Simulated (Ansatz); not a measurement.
## singlet PH2(+): levels of theory in one basis

```xyz
3

H     0.0000    0.3530   -1.1329
P     0.0000   -0.7059    0.0000
H     0.0000    0.3530    1.1329
```

Basis set: def2-SVP (spherical functions). Correlated methods keep 5 orbitals frozen. Charge 1, multiplicity 1.

Computed with Ansatz (development build ahead of 0.2.0); each method stands on the lowest determinant of its kind that the runs found.

| method | E − E(RHF) (eV) | <S²> of the determinant |
| --- | --- | --- |
| RHF | 0.00 | – |
| UHF | -0.11 | 0.40 |
| RHF-MP2 | -2.68 | – |
| RHF-CCSD(T) | -3.58 | – |
| UHF-CCSD(T) | -3.57 | 0.40 |

Problem. What does UHF-MP2 give on the same scale?

Solution. -2.54 eV.

Problem. Is a single determinant a sound starting point here?

Solution. Only with care. Unrestricted orbitals gain 0.11 eV and <S²> is 0.40 against 0.00 for a pure state, so spin symmetry breaks but gains little energy; restricted orbitals can still serve.

Caution for UHF, UHF-MP2, UHF-CCSD(T): the unrestricted determinant is spin contaminated. Caution for UHF-MP2, UHF-CCSD(T): a plain start can end on a higher determinant.
